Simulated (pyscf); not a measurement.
Single points on ωB97X-D3(BJ)/def2-SVP structures (PySCF, gas phase). Correlated levels are frozen-core, on RHF or UHF. ΔMP2 is the change of the MP2 total energy from the triple- to the quadruple-zeta basis.

Task: How much does it cost (ΔH, 298 K, CCSD(T)/def2-TZVPP + ΔMP2(QZVPP)) to split H₂C=CH–GaH₂ (SMILES C=[CH][GaH2]) at its C–Ga bond into •HC=CH₂ + GaH₂•?

Result: C–Ga to •HC=CH₂ + GaH₂•: 87.8 kcal/mol. The radicals are drawn with the spin at the cut bond; how far it spreads was not checked. H₂C=CH–GaH₂ lies 17.6 kcal/mol over its isomer H₃C–CH₂–Ga [singlet], and others may lie lower still (electronic energy, ωB97M-D3(BJ)). Other isomers of •HC=CH₂ were not searched in full and may lie lower. The CCSD(T) − MP2 part came from Ansatz, without density fitting, on the same reference. A UHF reference is spin-contaminated (<S²> up to 0.96), which harms MP2 most. The frozen core leaves the outer d or s,p core shells of the metals and heavy elements correlated in the MP2 and CC values, and def2-TZVPP describes them poorly, which can shift differences by a few kcal/mol. Elements up to Kr have no core potential and no relativistic terms here.
